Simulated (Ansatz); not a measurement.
## Phonon frequency of some cubic solids

Method: r²SCANh in Ansatz (PAW). References are measured values at room or unstated temperature, uncorrected unless marked, so that the deviations hold thermal and zero-point effects besides the level's error. The table is a random draw of 10 from 26 values with such references.

Values in cm⁻¹.

| solid | reference | r²SCANh | deviation (%) |
|---|---|---|---|
| zinc-blende GaAs (X LO) | 240 | 241 | +0.4 |
| zinc-blende InP (L TA) | 55 | 56 | +1.8 |
| diamond-structure Ge (L LO) | 245 | 242 | -1.2 |
| zinc-blende InP (L TO) | 317 | 309 | -2.5 |
| diamond-structure Si (L LO) | 420 | 420 | 0.0 |
| zinc-blende GaAs (L LA) | 207 | 212 | +2.4 |
| diamond-structure Ge (X TA) | 80 | 85 | +6.2 |
| diamond-structure Si (L TO) | 490 | 500 | +2.0 |
| zinc-blende InP (X TA) | 68 | 71 | +4.4 |
| diamond-structure Si (X TA) | 150 | 159 | +6.0 |

Over these 10 values the mean deviation is +2.0 %, the mean absolute deviation 2.7 % (median 2.2 %), and the worst case diamond-structure Ge (X TA) at +6.2 %; the value is above the reference in 7 of 10 cases. Over all 26, from unrounded values, the mean deviation is +1.1 % and the mean absolute deviation 2.4 % (median 2.0 %).

Spin–orbit coupling is left out, also for the solids with elements from indium on (zinc-blende InP); its size isn't shown.

Differences are worked out from the printed values.

Each level is taken at its own relaxed cell. Ansatz's density-functional and Hartree–Fock values are scalar-relativistic unless marked +SOC, with PAW data made under PBE.

Not in this set, of the solids of all kinds but layered and molecular ones with a reference value in our tables and a result at some level: 72 for no value at r²SCANh (not run, a failed fit, an unstable or unbound cell, or a value held back for tests); 16 for a reference of another kind, counted apart. These can be a level's best or worst cases. At least 16 more with a reference value are held back for tests. Solids without a released value at any level aren't counted. The metals Ce to Yb are counted apart.

References as tabulated in Giannozzi et al., Phys. Rev. B (1991); Ioffe Institute, NSM Archive: InP, mechanic properties page; Yang et al. (2021), arXiv:2106.07201.

Ansatz is a quantum-chemistry and plane-wave program.
